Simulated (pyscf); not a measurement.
A first-order saddle from PySCF, ωB97X-D3(BJ)/def2-SVP:

```
Si
N 1 1.7274
H 2 1.0160 1 116.95
Si 2 1.7486 3 119.40 1 178.58
N 4 1.7187 2 107.43 3 159.48
H 5 1.0123 4 122.12 2 114.74
H 5 1.0125 6 113.05 4 -179.33
H 1 1.4836 2 114.62 3 -125.42
N 1 1.7846 8 104.48 2 124.63
H 9 1.0238 1 112.68 8 176.34
H 9 1.2882 10 105.50 1 134.37
H 11 1.1022 9 138.85 10 97.58
H 4 1.4910 5 106.04 6 -6.84
H 1 1.4912 8 110.56 9 114.89
H 4 1.4938 13 108.79 5 123.64
Si 9 1.8887 10 110.76 11 77.62
H 16 1.4971 9 102.32 10 173.82
H 16 1.5283 17 105.14 12 177.90
```
Charge 0, spin multiplicity 2.

Surface: doublet, charge 0. Lowest wavenumbers (cm⁻¹): 1601i, 63, 69, 83, 115.

Q: Which two sides does it connect, and which bonds change?

A: `[NH2][SiH2][NH][SiH2][NH2]` + `[SiH3]` [doublet] ⇌ `[NH2][SiH2][NH][SiH2][NH][SiH2]` [doublet] + `[H][H]`, a four-centre exchange read from left to right: H–N, H–Si broken and N–Si, H–H formed. At ωB97M-D3(BJ)/def2-TZVP it lies +31.9 kcal/mol from the left side and +41.1 kcal/mol from the right (each side as separated species at their lowest minima found). At the saddle there is also a short H–Si contact that neither side keeps. One saddle was located; it need not be the lowest between these sides.
